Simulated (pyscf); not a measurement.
Structures and frequencies: ωB97X-D3(BJ)/def2-SVP in PySCF.

Task: `[F][Mo]([F])([F])([F])[SH]` [doublet] → `[F][Mo]([F])([F])=[S]` [doublet] + `[FH]`
Surface: doublet. Broken: H–S, F–Mo. Formed: F–H. Give ΔE‡ and ΔE from ωB97M-D3(BJ)/def2-TZVP, relative to the reactant's lowest minimum found.

Result: ΔE‡ = 0.94 eV, ΔE = +0.95 eV. Zero-point energy shifts the barrier by -0.09 eV. It is an elimination, with an imaginary mode of 1095i cm⁻¹. On the product side the descent ends in an adduct with a F–Mo contact, 0.35 eV under the separated species and 0.27 eV under the saddle at ωB97X-D3(BJ)/def2-TZVP. What is counted as broken (F–Mo) persists as a longer contact in the product adduct; parting that adduct is a step of its own. One saddle was located; it need not be the lowest between these sides. Open-shell species with a d-block atom are single-reference here; other states, and whether the spin sits on metal or ligand, were not checked. Elements past Kr carry the def2 core potentials, without spin-orbit coupling.
